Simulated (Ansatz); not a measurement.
**AlN₂+ (quintet): the correlation ladder, cc-pVDZ**

The task here is to estimate one member of a computed series from the others.

Program: Ansatz 0.2.0, Gaussian basis. Level of theory: cc-pVDZ, core rule «outside noble gas», up to 7 orbitals frozen. These are calculated values, not measurements.

Plan: UHF; CCSD(T) on ROHF; CCSD(T) on UHF; BCCD(T) on ROHF; CISD as a restricted active space (open shells left free, so some higher excitations enter); CCSDT(Q) on ROHF; CCSDT(Q) on UHF.

32 further runs of the same task are left out: 14 for a known fault of the program, 7 that didn't finish, 11 set aside as unsound or not needed. Runs told in other sessions of the task aren't counted.

## The geometry

The geometry is a PBE0/def2-TZVP stationary point (not a proven minimum) of the parent state, kept for this charge and spin.

3 atoms, charge 1, spin multiplicity 5.

Atoms are counted from 1 here; the program's logs count them from 0.

Bond lengths: N1–Al2 1.795 Å, Al2–N3 1.795 Å. Angles: N1–Al2–N3 180.0°.

The first run:

in.yaml reads:

```yaml
crystal:
  periodic: [false, false, false]
  atoms:
    - {symbol: N, position_ang: [0.000000, 0.000000, 1.795300]}
    - {symbol: Al, position_ang: [0.000000, 0.000000, 0.000000]}
    - {symbol: N, position_ang: [0.000000, 0.000000, -1.795300]}
basis:
  gaussian: {orbitals: cc-pVDZ}
total_charge: 1
magnetization: {spin_polarized: true, initial_magnetization: 4}
hamiltonian: {xc: hf}
output: {orbitals: {seedname: orbitals}}
```

On the command line:

```sh
$ ansatz run in.yaml --threads 1 --pin off --events-out ev --progress --plain --max-ram 2393MiB
```

Among the steps run: UHF; CCSD(T) on ROHF; CCSD(T) on UHF; BCCD(T) on ROHF; CISD as a restricted active space (open shells left free, so some higher excitations enter); CCSDT(Q) on ROHF; CCSDT(Q) on UHF.

One table of the session follows, with a row left open; its other results are not shown here.

```
   method  from UCCSDT(Q) (kcal/mol)
     ROHF                    +177.58
      UHF                    +171.36
     RMP2                     +29.57
     UMP2                          ?
     CISD                     +18.06
    RCCSD                      +6.13
    UCCSD                      +5.98
 RCCSD(T)                      +1.67
 UCCSD(T)                      +1.63
  BCCD(T)                      +1.72
   RCCSDT                      +0.53
   UCCSDT                      +0.48
RCCSDT(Q)                      +0.09
UCCSDT(Q)                          0
```

**Question.** Estimate the row for UMP2.

**Answer.** from UCCSDT(Q) (kcal/mol): +29.90. In the column «from UCCSDT(Q) (kcal/mol)» it lies between RMP2 (+29.57) and UHF (+171.36).

Caveats from the session: Restricted and unrestricted rows rest on different reference determinants; a gap between their highest levels can come from leftover correlation error, from unlike frozen cores or from another state.
